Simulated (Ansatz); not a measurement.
Ansatz (a first-principles code) input file for nitric oxide (NO), SMILES [N]=O, multiplicity 2, PBE0/def2-TZVPD. Geometry optimised at PBE-D3(BJ)/def2-TZVPD.

Ansatz 0.2 input:
```yaml
crystal:
  periodic: [false, false, false]
  atoms:
    - {symbol: N, position_ang: [0.00000000, 0.00000000, -0.61738852]}
    - {symbol: O, position_ang: [0.00000000, 0.00000000, 0.54021496]}
basis:
  gaussian:
    orbitals: def2-TZVPD
hamiltonian:
  xc: {name: PBE0}
magnetization: {spin_polarized: true, initial_magnetization: 1}
```

Output:

```
WARN ansatz: RAYON_NUM_THREADS=1 ignored (pool sized by the plan → 1); use --threads N
Functional definition: PBE0
integrals: 0.01 GiB planned
363 factors; their error is unknown
mean field: 0.17 GiB planned
mean field evaluation 1: about -3531.6353 eV, gradient 1.3e1 eV
mean field evaluation 2: about -3531.4948 eV, gradient 1.5e1 eV
mean field evaluation 4: about -3532.1965 eV, gradient 7.0e-1 eV
mean field evaluation 8: about -3532.2159 eV, gradient 3.1e-2 eV
mean field evaluation 16: about -3532.2159 eV, gradient 1.1e-5 eV
mean field -3532.21592991 eV, -129.8065412022 hartree, gradient 1.1e-5 eV, S^2 0.753841; 0 other end points of the search recorded, 0 dependent functions left out
reference -3532.21595024 eV, -129.8065419493 hartree; 8, 7 occupied and 69, 70 virtual orbitals, 363 factors
Total energy: -3532.21595024 eV, -129.8065419493 hartree
```

The run converged.
